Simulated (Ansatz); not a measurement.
**PbF2: computed properties**

Theory: Ansatz 0.2.0, DFT r2SCAN, scalar-relativistic, plane waves, PAW.

Plane waves to 500 eV, a k mesh through Γ of 8×8×8 on the computed 3-atom cell and Gaussian smearing (0.02 eV); no spin polarisation.

The structure is relaxed at this level of theory with its symmetry kept. Whether it is the stable form of this composition wasn't checked.

```xyz
3
Lattice="0.0000 2.9606 2.9606 2.9606 0.0000 2.9606 2.9606 2.9606 0.0000" Properties=species:S:1:pos:R:3 pbc="T T T"
Pb    0.0000    0.0000    0.0000
F     1.4803    1.4803    1.4803
F     4.4409    4.4409    4.4409
```

(1) Formation energy from the elements' standard states (uncorrected)?

(2) Generalised Kohn–Sham band gap?

(3) Löwdin character of the top 1 eV of the valence band?

(4) Löwdin character of the lowest 1 eV of the conduction band?

(5) Electron masses at the edge by Cartesian direction of the standard setting (m_e; degenerate bands sorted by energy; no spin-orbit coupling)?

(6) Hole masses at the edge by Cartesian direction of the standard setting (m_e; degenerate bands sorted by energy; no spin-orbit coupling)?

(7) Bulk modulus?

(8) Its pressure derivative?

(9) Bader charges (e)?

Spin-orbit coupling is left out, which matters for the bands of heavy elements.

## Answers

(1) -2.558 eV/atom.

(2) 4.93 eV, indirect from W to X.

(3) F 2p 65 %, Pb 6s 33 %.

(4) Pb 6p 79 %, F 2p 9 %.

(5) x: 13; y: 0.50; z: 0.50.

(6) x: 5.7; y: 3.2; z: 5.7.

(7) 77 GPa.

(8) 4.8.

(9) Pb (1 in the cell) 1.62, F (2 in the cell) -0.81.

Cost: 8 runs of about 1.1 core-minutes in all, on Arm Neoverse V2 (shared hosts).